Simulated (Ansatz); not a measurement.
The input, for Ansatz 0.2.0:

```yaml
crystal:
  periodic: [false, false, false]
  atoms:
    - {symbol: Ge, position_ang: [-0.001461, 0.000000, 0.237148]}
    - {symbol: B, position_ang: [0.029551, 0.000003, -1.804248]}
    - {symbol: H, position_ang: [0.648910, 1.252233, 0.854533]}
    - {symbol: H, position_ang: [-1.509666, -0.000094, 0.552300]}
    - {symbol: H, position_ang: [0.649065, -1.252153, 0.854532]}
basis:
  gaussian: {orbitals: 6-31G}
total_charge: 1
correlation: {method: sc_nevpt2, electrons: outside_noble_gas, active_space: {window: {electrons: 5, orbitals: 5}}}
magnetization: {spin_polarized: true, initial_magnetization: 3}
```

```sh
$ ansatz run in.yaml --threads 1 --pin off --events-out ev --progress --plain --max-ram 2393MiB
```

**Question.** One thing in this input was set wrong on purpose, beside settings that are merely unusual. What is the gravest fault, and what does the program do?

**Answer.** Active space on unrestricted orbitals. How the run ends: refused.
```
Error: invalid value for `correlation.active_space`: it starts from restricted Hartree–Fock orbitals; set hamiltonian.xc: hf without magnetization.spin_polarized
```
